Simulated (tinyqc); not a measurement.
Ways to converge the cycle: SCF convergence aids in the sto-3g basis, for H3O+, spin multiplicity 1. Computed by the program tinyqc with PySCF. RHF with one setting changed at a time; a run stops when the energy changes by less than 1e-09 hartree and the error matrix is below 1e-5. The start is random orbitals. Damping d keeps d of the old density; a shift (hartree) raises the virtual levels; DIIS n extrapolates F over n matrices.

Geometry (angstrom):
```
atom,x,y,z
O,0.0000,0.0000,0.0410
H,1.1060,0.0000,0.0000
H,-0.5530,0.9580,0.0000
H,-0.5530,-0.9580,0.0000
```

lowest restricted solution found by these runs and by PySCF = -75.287066 hartree

Largest element of the error matrix X^T (FDS - SDF) X:
```
iteration,plain,damping 0.3,damping 0.6,shift 0.4,DIIS 3,DIIS 8
1,1.2e+01,1.2e+01,1.2e+01,1.2e+01,1.2e+01,1.2e+01
2,5.3e-01,3.6e+00,7.1e+00,4.4e-01,5.3e-01,5.3e-01
3,1.4e-01,1.1e+00,4.3e+00,1.2e-01,1.4e-01,1.4e-01
4,3.3e-02,3.5e-01,2.6e+00,6.0e-02,2.6e-02,2.6e-02
5,1.2e-02,1.1e-01,1.6e+00,3.8e-02,6.7e-03,6.6e-03
6,5.4e-03,3.3e-02,9.5e-01,2.4e-02,2.1e-03,1.8e-03
8,1.3e-03,8.8e-03,3.5e-01,9.6e-03,8.7e-05,2.8e-05
10,3.3e-04,3.7e-03,1.3e-01,3.8e-03,8.9e-06,6.0e-07
14,1.9e-05,6.4e-04,1.7e-02,6.1e-04,-,-
20,-,4.6e-05,2.5e-03,3.8e-05,-,-
30,-,-,2.6e-04,-,-,-
45,-,-,8.8e-06,-,-,-
```

How each run ends:
```
run,iterations,E (hartree),state
plain,15,-75.287066,lowest found
damping 0.3,24,-75.287066,lowest found
damping 0.6,47,-75.287066,lowest found
shift 0.4,24,-75.287066,lowest found
DIIS 3,11,-75.287066,lowest found
DIIS 8,10,-75.287066,lowest found
```

What does the comparison show, and why?

6 of 6 runs reach the lowest restricted solution found, in 10 to 47 iterations (fastest: DIIS 8). Plain steps already contract here, so damping only slows them. DIIS 3 and DIIS 8 gain by cancelling the error over several earlier matrices, much as a quasi-Newton step does.
